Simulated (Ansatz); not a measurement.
A nudged elastic band was laid between two geometries of AlH$_{5}$NSi (8 atoms, charge 0, multiplicity 2).

These are results of Ansatz, UKS PBE/STO-3G, not measurements.

| Property | Result |
| --- | --- |
| movable images | 7 |
| climbing image | from the first iteration |
| spring | 5.0 eV/Å² |
| optimiser | fire |
| start path | through a guess of the saddle point |
| force threshold | 0.05 eV/Å |
| iteration limit | 60 |
| end points | relaxed |

First end point:

```xyz
8
Properties=species:S:1:pos:R:3
N -2.034 0.927 -0.701
Al -0.201 0.850 -0.587
Si 0.796 -0.727 0.765
H -2.308 0.293 -1.548
H 0.577 1.998 -1.203
H 1.464 -0.139 1.920
H 1.828 -1.477 0.057
H -0.122 -1.725 1.298
```

Last end point:

```xyz
8
Properties=species:S:1:pos:R:3
N -1.716 0.391 -1.536
Al -0.187 0.836 -0.618
Si 0.798 -0.726 0.761
H -2.547 0.693 -0.895
H 0.503 2.131 -1.007
H 1.498 -0.120 1.888
H 1.794 -1.532 0.064
H -0.143 -1.675 1.343
```

Which bonds break or form, and what moves?

No bond is made or broken. The dihedral H4–N1–Al2–Si3 goes from -92 to 92°.

What energy profile does the band end with?

The run converged. The highest image is number 5 of 0 to 8, 6.5 kcal/mol above the ends, which have the same energy within 2 meV. Another band between the same ends (7 images) ends at a top of the same energy, where a vibrational analysis finds 1 clearly imaginary mode. Limits of this set-up: minimal basis.

```
image  path coordinate (Å)  energy (kcal/mol)  dihedral H4–N1–Al2–Si3 (°)
    0                 0.00                0.0                         -92
    1                 0.18                0.0                         -88
    2                 0.37                0.6                         -82
    3                 0.57                2.6                         -73
    4                 0.77                5.3                         -56
    5                 0.99                6.5                          -1
    6                 1.30                4.3                          65
    7                 1.60                0.8                          82
    8                 1.90                0.0                          92
```

What is the geometry of the highest image?


```xyz
8
Properties=species:S:1:pos:R:3
N -1.707 0.697 -1.131
Al -0.109 0.916 -0.576
Si 0.795 -0.721 0.763
H -2.659 0.278 -1.297
H 0.569 2.186 -1.032
H 1.545 -0.162 1.882
H 1.744 -1.562 0.041
H -0.179 -1.633 1.349
```

Run time: 4.1 min on 1 thread of Intel(R) Xeon(R) 6975P-C (Granite Rapids), with other jobs on the host, peak memory 0.12 GiB.
